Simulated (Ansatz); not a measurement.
**SiP2H+ (singlet): from Hartree-Fock to the top rungs, cc-pVDZ**

The task here is to estimate one member of a computed series from the others.

Method: cc-pVDZ, core rule «outside noble gas», up to 15 orbitals frozen; program: Ansatz 0.2.0, Gaussian basis.

The runs, in order: UHF; CCSD(T) on RHF; CCSD(T) on UHF; BCCD(T) on RHF; CISD; CCSDT(Q) on RHF; CCSDT(Q) on UHF.

17 further runs of the same task are left out: 3 that didn't finish, 14 set aside as unsound or not needed. Runs told in other sessions of the task aren't counted.

## What is computed

The geometry is a PBE0/def2-TZVP stationary point (not a proven minimum) of the parent state, kept for this charge and spin.

4 atoms, charge 1, spin multiplicity 1.

Atoms are counted from 1 here; the program's logs count them from 0.

Bond lengths: P1–P2 1.915 Å, P2–Si3 2.173 Å, Si3–H4 1.525 Å. Angles: P1–P2–Si3 165.2°, P2–Si3–H4 85.8°.

As a file:

```xyz
4
charge 1, multiplicity 1
P     0.00000   -0.05906    1.94369
P     0.00000    0.15669    0.04083
Si    0.00000   -0.15664   -2.10900
H     0.00000    1.36446   -2.21842
```

Set-up of the first run:

The input, in.yaml:

```yaml
crystal:
  periodic: [false, false, false]
  atoms:
    - {symbol: P, position_ang: [0.000000, -0.059059, 1.943693]}
    - {symbol: P, position_ang: [0.000000, 0.156690, 0.040834]}
    - {symbol: Si, position_ang: [0.000000, -0.156639, -2.108997]}
    - {symbol: H, position_ang: [0.000000, 1.364462, -2.218417]}
basis:
  gaussian: {orbitals: cc-pVDZ}
total_charge: 1
magnetization: {spin_polarized: true, initial_magnetization: 0}
hamiltonian: {xc: hf}
output: {orbitals: {seedname: orbitals}}
```

Launch:

```sh
ansatz run in.yaml --threads 1 --pin off --events-out ev --progress --plain --max-ram 2393MiB
```

Among the steps run: UHF; CCSD(T) on RHF; CCSD(T) on UHF; BCCD(T) on RHF; CISD; CCSDT(Q) on RHF; CCSDT(Q) on UHF.

One of the session's tables, all rows but one given; the rest of the session is left out.

```
   method  from RCCSDT(Q) (kcal/mol)
      RHF                    +228.92
     RMP2                     +37.06
     UMP2                     +55.39
     CISD                     +44.87
    RCCSD                     +15.14
    UCCSD                     +15.87
 RCCSD(T)                      +2.35
 UCCSD(T)                          ?
  BCCD(T)                      +2.30
   RCCSDT                      +1.66
   UCCSDT                      +1.69
RCCSDT(Q)                          0
UCCSDT(Q)                      -0.22
```

Estimate the missing values for UCCSD(T).

As computed: from RCCSDT(Q) (kcal/mol): +2.93. In the column «from RCCSDT(Q) (kcal/mol)» it lies between RCCSD(T) (+2.35) and RCCSD (+15.14).

Left out of the table: UHF (another determinant or state than the rows shown).

Caveats from the session: The determinant of HF (⟨S²⟩ 1.10) is far from a pure spin state, so its energy mixes those of several spin states; that is harmless only where they are near-degenerate. The determinant of CCSD(T) (⟨S²⟩ 0.85) is far from a pure spin state, so its energy mixes those of several spin states; high orders of coupled cluster remove much of that, low ones don't. The determinant of CCSDT(Q) (⟨S²⟩ 0.85) is far from a pure spin state, so its energy mixes those of several spin states; high orders of coupled cluster remove much of that, low ones don't. Warnings: restricted reference is unstable; spin contamination; coupled cluster took another determinant than the lowest; large T1 diagnostic. Restricted and unrestricted rows rest on different reference determinants; a gap between their highest levels can come from leftover correlation error, from unlike frozen cores or from another state.
